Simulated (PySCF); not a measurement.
# C5H5P (phosphabenzene): the cost of one run

Computed with PySCF 2.14.0, with density-fitted response routines of our own, on a single molecule in the gas phase. Atoms are numbered from 0 throughout.

### 1 The molecule as given

11 atoms, charge 0, multiplicity 1; geometry from: GFN2-xTB.

Bonds of the start (Å): C0–C1 1.39, C1–C2 1.38, C2–P3 1.73, P3–C4 1.73, C4–C5 1.38, C5–C0 1.39, C0–H6 1.08, C1–H7 1.08, C2–H8 1.08, C4–H9 1.08, C5–H10 1.08.

### 2 Optimising the geometry at PBE0-D3(BJ)/def2-SVP

The job: settings as JSON, then the geometry in Å.

```
{"job": {"xc": "PBE0", "basis": "def2-SVP", "d3": "d3bj", "grid": 1, "kind": "geom"}, "charge": 0, "multiplicity": 1}
C     -0.040792     1.143265    -0.059314
C     -1.231235     0.433938    -0.023260
C     -1.293785    -0.941906     0.043021
P      0.073302    -2.008064     0.093889
C      1.359496    -0.846078     0.039498
C      1.197716     0.521519    -0.028027
H     -0.079867     2.221954    -0.112895
H     -2.160058     0.990769    -0.048530
H     -2.269668    -1.412032     0.066520
H      2.366645    -1.244522     0.061094
H      2.083670     1.143828    -0.057960
```

Started as:

```
> OMP_NUM_THREADS=1 python probes_run.py task.json out
```

This one command runs all jobs of the session in turn.

**Question.** How long does this first job take on 1 thread of Intel Xeon 6975P-C, shared host, and how much memory does it need?

About 14 s, with a peak of 0.48 GiB.
